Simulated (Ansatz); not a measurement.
Atomization energy of SiH₂, triplet, from cheap to dear

Geometry (MP2(full)/6-31G*, from the G2/97 set):

```xyz
3

Si    0.0000    0.0000    0.0508
H     0.0000    1.2719   -0.7081
H     0.0000   -1.2719   -0.7081
```

Measured, as an electronic atomization energy: 546.9 kJ/mol (G2/97 heats of formation of molecule and atoms, with zero-point and thermal terms from B3LYP taken off; Curtiss et al., J. Chem. Phys. 106, 1063 (1997), Staroverov et al., J. Chem. Phys. 119, 12129 (2003)). The measured value holds scalar relativity and spin–orbit coupling, which all computed ones lack, and core correlation, which the wave-function levels lack. Atoms are taken at the same level, with ROHF references for molecule and atoms in the R rows. Truncated CI is not size-consistent. The atoms' steps beyond CCSDT(Q) are taken from restricted open-shell runs, which share full CI's core. Ansatz 0.2.0; the 6-31G* set has Cartesian d functions; a miss is computed less measured; times are wall times on shared hosts and scatter by a factor of two or so. A small miss in a small set is a cancellation of the method's error against the basis error.

```csv
level,basis,miss (kJ/mol),time of the run,hardware
RMP2,STO-3G,122.0,–,–
UCCSDT(Q),STO-3G,146.1,0.97 s,1 CPU thread
UCCSDTQ,STO-3G,146.1,3.5 s,1 CPU thread
PBE,STO-3G,242.3,0.24 s,1 CPU thread
B3LYP,STO-3G,234.9,0.21 s,1 CPU thread
RHF,6-31G,-177.8,–,–
UCCSD(T),6-31G,-103.9,0.24 s,1 CPU thread
UCCSDT(Q),6-31G,-103.3,1.3 s,1 CPU thread
PBE,6-31G,-33.6,0.27 s,1 CPU thread
RMP2,6-31G*,-78.8,–,–
UCCSD(T),6-31G*,-70.7,0.3 s,1 CPU thread
RCCSDT(Q),6-31G*,-70.1,1.7 s,1 CPU thread
UCCSDT(Q),6-31G*,-70.1,1.5 s,1 CPU thread
RCCSDTQ,6-31G*,-70.1,3.2 s,H100 + 5 CPU threads
UCCSDTQ,6-31G*,-70.1,2.8 s,H100 + 5 CPU threads
MRCISD+Q (valence space),6-31G*,-74.5,0.54 s,1 CPU thread
r2SCAN,6-31G*,23.8,0.63 s,1 CPU thread
B3LYP,6-31G*,1.3,0.33 s,1 CPU thread
wB97M-V,6-31G*,0.0,1.1 s,1 CPU thread
B2PLYP,6-31G*,-24.0,0.36 s,1 CPU thread
UHF,cc-pV(D+d)Z,-111.0,0.18 s,1 CPU thread
RMP2,cc-pV(D+d)Z,-39.7,–,–
UMP2,cc-pV(D+d)Z,-40.1,–,–
RCCSDTQ,cc-pV(D+d)Z,-30.8,3.8 s,H100 + 5 CPU threads
MRCISD+Q (valence space),cc-pV(D+d)Z,-35.9,0.75 s,1 CPU thread
PBE,cc-pV(D+d)Z,-1.5,0.39 s,1 CPU thread
B2PLYP,cc-pV(D+d)Z,-11.3,0.45 s,1 CPU thread
UHF,cc-pV(T+d)Z,-103.0,0.24 s,1 CPU thread
UMP2,cc-pV(T+d)Z,-14.7,–,–
RCCSD(T),cc-pV(T+d)Z,-3.1,4.3 s (with forces),1 CPU thread
UCCSDT(Q),cc-pV(T+d)Z,-3.0,2.5 s,H100 + 5 CPU threads
MRCISD+Q (valence space),cc-pV(T+d)Z,-7.8,1.7 s,H100 + 5 CPU threads
full CI,cc-pV(T+d)Z,-3.0,21 s,H100 + 5 CPU threads
B3LYP,cc-pV(T+d)Z,10.2,0.63 s,1 CPU thread
wB97M-V,cc-pV(T+d)Z,1.9,2.4 s (with forces),1 CPU thread
RHF,cc-pV(Q+d)Z,-94.5,–,–
UMP2,cc-pV(Q+d)Z,-5.9,–,–
RCCSDT(Q),cc-pV(Q+d)Z,7.1,4.5 s,H100 + 5 CPU threads
PBE,cc-pV(Q+d)Z,5.5,1.3 s,H100 + 5 CPU threads
B3LYP,cc-pV(Q+d)Z,11.9,1.3 s,H100 + 5 CPU threads
```

HF's time is that of a plain UHF run. A dash: the level came out of a higher level's run.

A composite of the best parts (unrestricted reference, at this geometry, which isn't the minimum of the high levels):

```tsv
part	kJ/mol
Hartree–Fock limit (T, Q; exp(−5.46 √X))	447.02
CCSD(T) correlation limit (T, Q; X⁻³)	113.04
CCSDT − CCSD(T) (QZ)	0.21
(Q) (QZ)	0.05
CCSDTQ − CCSDT(Q) (DZ)	-0.01
sum	560.3
sum less measured	13.4
```
